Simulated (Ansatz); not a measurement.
Task: a test of scalar relativity of CH3Cl, SMILES CCl, with Ansatz's Python interface. Give the script and its output. Level of theory (for the species named): B3LYP, cc-pVTZ basis, multiplicity 1.

Contents of `ch3cl.xyz`:
```text
5

C    -0.08320   -0.02820    0.06720
Cl    1.43920   -0.27710   -0.69270
H    -0.31760   -0.70560    0.84490
H    -0.83790   -0.08630   -0.70390
H    -0.15060    1.02360    0.44300
```

Script `ch3cl.py`:
```python
from dataclasses import dataclass

import ansatz as az
import numpy as np


@dataclass(frozen=True)
class Settings:
    xc: str = "B3LYP"


settings = Settings()

system = az.Crystal.molecule_from_extxyz("ch3cl.xyz")

model = system.calculation().functional(settings.xc).forces()
sets = {"none": "cc-pVTZ", "scalar": "cc-pVTZ-DK"}
found = {kind: model.basis(gaussian=basis).pseudopotentials(relativity=kind).run(threads=1, backend="cpu").report for kind, basis in sets.items()}
for kind, each in found.items():
    dipole = 4.803205 * np.linalg.norm(each["charge_distribution"]["dipole_moment_e_ang"])
    print(f"{kind:7s} E = {each['free_energy_ev']:.4f} eV  dipole {dipole:.3f} D  largest force component {np.abs(each['forces_ev_ang']).max():.4f} eV/A")
print(f"relativity lowers the total energy by {found['none']['free_energy_ev'] - found['scalar']['free_energy_ev']:.3f} eV")
```

```console
$ python ch3cl.py
none    E = -13610.0331 eV  dipole 1.763 D  largest force component 2.3320 eV/A
scalar  E = -13649.0789 eV  dipole 1.749 D  largest force component 2.3326 eV/A
relativity lowers the total energy by 39.046 eV
```

The total moves by -39.0 eV, nearly all in the cores, and the dipole from 1.76 to 1.75 D.

Reading the output:
- Total energies depend on the basis set; only differences at equal settings carry meaning.
- The geometry is a force-field or estimated start, not a minimum of this method. The basis set changes with the Hamiltonian (a set recontracted for scalar relativity), and most of the change in the total lies in the cores.
- b3lyp holds the VWN-RPA fit, as in Gaussian; the form of ORCA and Turbomole is b3lyp5.
- Hardware and time: 2.7 s on 1 thread of AMD EPYC 9B14 (Zen 4), with other jobs on the host, peak memory 0.23 GiB.
